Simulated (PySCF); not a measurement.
Thietane 1-oxide, C3H6OS.
Structure used (PBE0-D3(BJ)/def2-SVP), in Å, numbered top down from 1:
```xyz
11
C3H6OS angstrom
O      2.0041   -1.2788   -1.0031
S      0.7480   -0.4955   -1.1946
C     -0.5693   -0.9722    0.0278
C     -0.7942    0.5027    0.3595
C      0.6242    0.9334   -0.0115
H     -0.0327   -1.5134    0.8224
H     -1.3966   -1.5775   -0.3664
H     -1.1172    0.7269    1.3867
H     -1.5289    0.9489   -0.3282
H      1.3598    0.7102    0.7769
H      0.8008    1.9298   -0.4386
```

Computed with PBE0-D3(BJ)/def2-SVP geometry optimisation, gas phase in PySCF 2.14.0.

Masses are those of the commonest isotopes; rigid-rotor values at the optimised geometry. The values belong to one conformer with, in the numbering `[O:1]=[S:2]1[CH2:3][CH2:4][CH2:5]1`, O1–S2–C3–C4 131°, S2–C3–C4–C5 -27°, C3–C4–C5–S2 27°, O1–S2–C5–C4 -131°.

Problem. What are A, B and C (MHz)?

Solution. Ia = 57.62, Ib = 142.43, Ic = 169.70 u·Å²; 505379 MHz·u·Å²/I gives A = 8770, B = 3548, C = 2978 MHz.

Problem. Classify the top.

Solution. An asymmetric top: κ = (2 × 3548 − 8770 − 2978)/(8770 − 2978) = -0.80.

Problem. What does the inertial defect say?

Solution. Not planar: Δ = Ic − Ia − Ib = -30.35 u·Å². For a rigid frame Δ = −2 Σ m c², so Σ m c² = 15.18 u·Å² lies off the ab plane: 4.92 from hydrogen and 10.25 from heavier atoms. The atom farthest from that plane is 1.25 Å away.

Problem. Give the other two planar moments, Paa and Pbb, and the rms extents of the mass along the axes.

Solution. Paa = Σ m a² = (Ib + Ic − Ia)/2 = 127.26 and Pbb = Σ m b² = (Ia + Ic − Ib)/2 = 42.45 u·Å². With the mass M = 90.01 u, the rms extents √(P/M) along a, b and c are 1.19, 0.69, 0.41 Å.

Problem. Where do the levels up to J = 2 lie, in cm⁻¹?

Solution. Above 0(0,0):
J = 1: 1(0,1) 0.2177, 1(1,1) 0.3919, 1(1,0) 0.4109
J = 2: 2(0,2) 0.6516, 2(1,2) 0.8082, 2(1,1) 0.8653, 2(2,1) 1.3879, 2(2,0) 1.3894
The levels of one J sum to (2J + 1)J(J + 1)(A + B + C)/3.

Problem. Predict some low-J microwave lines.

Solution. The dipole components are |μa| = 3.97 D, |μb| = 0.00 D, |μc| = 0.72 D; the mirror of this Cs structure is the ac plane, so μb vanishes by symmetry and there are no b-type lines. Intensities carry the squares of the components, which stand as 1.00 : 0.03 (a : c). Some lines, for components of 0.1 D or more:

```
type  branch         J(Ka,Kc)    MHz  lower level (cm⁻¹)
   a       Q  1(1,0) ← 1(1,1)    570               0.392
   a       Q  2(1,1) ← 2(1,2)   1711               0.808
   c       Q  2(1,2) ← 2(0,2)   4696               0.652
   c       Q  1(1,1) ← 1(0,1)   5222               0.218
   a       R  1(0,1) ← 0(0,0)   6526               0.000
   c       R  1(1,0) ← 0(0,0)  12319               0.000
   a       R  2(1,2) ← 1(1,1)  12482               0.392
   a       R  2(0,2) ← 1(0,1)  13008               0.218
   a       R  2(1,1) ← 1(1,0)  13623               0.411
   c       Q  2(2,1) ← 2(1,1)  15666               0.865
   c       R  2(1,1) ← 1(0,1)  19415               0.218
   c       R  2(2,0) ← 1(1,0)  29333               0.411
   c       R  2(2,1) ← 1(1,1)  29859               0.392
```

Problem. Estimate the classical rotational partition function at 200 K, 298.15 K and 500 K.

Solution. Point group Cs, symmetry number σ = 1; q = (√π/σ)·√((kT/h)³/(ABC)), k/h = 20836.6 MHz/K: 49500 at 200 K, 90200 at 298.15 K, 196000 at 500 K.

Not checked by PBE0-D3(BJ)/def2-SVP frequencies. No vibrational averaging or centrifugal distortion is included, and the geometry carries the error of its method.
